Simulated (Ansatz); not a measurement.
# SiC+ (doublet): from Hartree-Fock to the top rungs, cc-pVDZ

Aim: climb from Hartree-Fock through coupled cluster and multireference methods for SiC+ (doublet) at one geometry and basis, and see what each rung misses.

Computed with Ansatz 0.2.0, Gaussian basis. Level: cc-pVDZ, core rule «outside noble gas», up to 6 orbitals frozen.

To be run: UHF; CCSD(T) on ROHF; CCSD(T) on UHF; BCCD(T) on ROHF; CISD; CCSDT(Q) on ROHF; CCSDT(Q) on UHF; CCSDTQ on ROHF; CCSDTQ on UHF; CASSCF and MRCISD+Q, 7 electrons in 8 orbitals; CASSCF and NEVPT2, 7 electrons in 8 orbitals; Full CI.

4 further runs of the same task are left out: 4 set aside as unsound or not needed.

### 1 What is computed

The geometry is a PBE0/def2-TZVP stationary point (not a proven minimum) of the parent state, kept for this charge and spin.

2 atoms, charge 1, spin multiplicity 2.

Atoms are counted from 1 here; the program's logs count them from 0.

Bond lengths: Si1–C2 1.636 Å.

### 2 UHF

The input, in.yaml:

```yaml
crystal:
  periodic: [false, false, false]
  atoms:
    - {symbol: Si, position_ang: [0.000000, 0.000000, 0.000000]}
    - {symbol: C, position_ang: [0.000000, 0.000000, 1.635786]}
basis:
  gaussian: {orbitals: cc-pVDZ}
total_charge: 1
magnetization: {spin_polarized: true, initial_magnetization: 1}
hamiltonian: {xc: hf}
output: {orbitals: {seedname: orbitals}}
```

Run with:

```sh
$ ansatz run in.yaml --threads 1 --pin off --events-out ev --progress --plain --max-ram 2560MiB --backend cpu
```

Further steps of the session: CCSD(T) on ROHF; CCSD(T) on UHF; BCCD(T) on ROHF; CISD; CCSDT(Q) on ROHF; CCSDT(Q) on UHF; CCSDTQ on ROHF; CCSDTQ on UHF; CASSCF and MRCISD+Q, 7 electrons in 8 orbitals; CASSCF and NEVPT2, 7 electrons in 8 orbitals; Full CI.

Q: Predict the results of all the runs planned. Wanted: FCI below the RHF energy; RMP2 from FCI; RCCSD from FCI; RCCSD(T) from FCI; RCCSDT(Q) from FCI; NEVPT2 valence from FCI; MRCISD+Q valence from FCI; T1 diagnostic; effectively unpaired electrons.

As calculated:

| quantity | value |
| --- | --- |
| FCI below the RHF energy | -5.6617 eV |
| RMP2 from FCI | +1645.0 meV |
| RCCSD from FCI | +509.3 meV |
| RCCSD(T) from FCI | +82.8 meV |
| RCCSDT(Q) from FCI | -0.4 meV |
| NEVPT2 valence from FCI | +535.2 meV |
| MRCISD+Q valence from FCI | +20.1 meV |
| levels within 1 kcal/mol (43 meV) | RCCSDT(Q), RCCSDTQ, MRCISD+Q valence |
| T1 diagnostic | 0.085 |
| effectively unpaired electrons | 1.57 |

What this shows: RCCSD(T) misses by +82.8 meV, 1.5 % of the correlation energy. The occupations show some static correlation. Of the multireference levels listed MRCISD+Q valence comes nearest in total energy (+20.1 meV), which doesn't show that its space is the better one. Coupled cluster took another determinant than the lowest Hartree-Fock one. These misses are within one basis, not against nature.
